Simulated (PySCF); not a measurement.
Breaking a bond: CHN, SMILES C#N. The C1–N3 bond (C1 also carries H; N3 carries nothing else) is pulled apart rigidly from the PBE0/def2-TZVP optimised geometry.

Levels of theory: UKS-CAM-B3LYP = unrestricted CAM-B3LYP/6-31G in PySCF 2.14.0; NEVPT2 = SC-NEVPT2 on CASSCF(6,6)/6-31G, all electrons correlated run with PySCF; RKS-BHandHLYP = restricted BHandHLYP/6-31G (PySCF).

Energies are in eV, each relative to the lowest point of its own curve near equilibrium.

```tsv
R / Å	UKS-CAM-B3LYP	NEVPT2	RKS-BHandHLYP
0.91	7.059	7.866	6.857
0.97	3.545	4.156	3.387
1.04	1.214	1.612	1.113
1.08	0.497	0.778	0.432
1.12	0.113	0.278	0.085
1.15	0.000	0.078	0.000
1.18	0.009	0.000	0.038
1.20	0.072	0.004	0.121
1.26	0.477	0.230	0.586
1.34	1.368	0.870	1.559
1.44	2.782	1.942	3.069
1.55	4.264	—	4.844
1.74	6.220	—	7.724
1.90	7.429	—	9.742
2.04	8.216	—	11.139
2.28	9.056	—	12.797
2.50	9.444	—	13.741
2.84	9.711	—	14.627
3.11	9.800	—	15.065
3.47	9.853	—	15.446
4.02	9.881	—	15.781
```

At the longest distance, 4.02 Å, RKS-BHandHLYP lies highest above its minimum (15.781 eV) and UKS-CAM-B3LYP lowest (9.881 eV).

A dash means that the run gave no value there, or that the column was ended at a point which the program doubted or which failed a test of continuity chosen for this set; such a test can also cut sound points.

The unrestricted solution behind UKS-CAM-B3LYP changes between 1.55 and 1.74 Å and between 2.04 and 2.28 Å, which can leave a kink. The unrestricted determinant behind UKS-CAM-B3LYP is spin-contaminated at 1.44 to 4.02 Å (<S²> up to 3.0, against 0.00 for a pure singlet). At the longest distance RKS-BHandHLYP leaves fractional charges on the fragments, a sign of delocalisation error or of the restricted form. The restricted form behind RKS-BHandHLYP keeps the bonding electrons paired and can't separate into open-shell fragments.
